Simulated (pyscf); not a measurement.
Structures and frequencies: ωB97X-D3(BJ)/def2-SVP in PySCF.

Question: cyclopropane + H• → cyclic C₃H₅ (SMILES [CH]1CC1) [doublet] + H₂
Surface: doublet. Broken: C–H. Formed: H–H. Give ΔE‡ and ΔE from PBE0-D3(BJ)/def2-TZVP, relative to the separated reactants.

Answer: ΔE‡ = 48.1 kJ/mol, ΔE = +31.6 kJ/mol. ωB97M-D3(BJ)/def2-TZVP gives 58.4 kJ/mol and +31.4 kJ/mol. Zero-point energy shifts the barrier by -6.9 kJ/mol. It is a hydrogen abstraction, with an imaginary mode of 914i cm⁻¹. cyclopropane lies 27.5 kJ/mol over its isomer H₂C=CH–CH₃ (electronic energy, ωB97M-D3(BJ)/def2-TZVP). cyclic C₃H₅ (SMILES [CH]1CC1) [doublet] lies 117.4 kJ/mol over its isomer •H₂C–CH=CH₂ (electronic energy, ωB97M-D3(BJ)/def2-TZVP). One saddle was located; it need not be the lowest between these sides. The angle at the transferred H is 175°.
